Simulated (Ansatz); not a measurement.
A structure relaxed at PBE0-D4/def2-TZVP, charge 0, multiplicity 1:

Cartesian coordinates in Å:
```
C -1.1746 1.3861 -0.7697
C -0.3247 0.5850 0.1516
C 0.2172 -0.5915 -0.1392
C 1.0442 -1.3656 0.8139
Cl 2.7302 -1.5551 0.2117
H -0.7331 2.3717 -0.9478
H -1.3014 0.8883 -1.7325
H -2.1656 1.5606 -0.3393
H -0.1407 1.0106 1.1374
H 0.0640 -1.0355 -1.1202
H 1.1112 -0.8731 1.7828
H 0.6733 -2.3816 0.9511
```

(1) Give its formula and SMILES.

(2) Summarise the bond lengths by kind.

Results:

(1) C4H7Cl, `C/C=C/CCl`.

(2) 3 × C–C 1.328 to 1.488 Å; 7 × C–H 1.088 to 1.095 Å; 1 × C–Cl 1.800 Å.

All numbers were calculated with Ansatz.
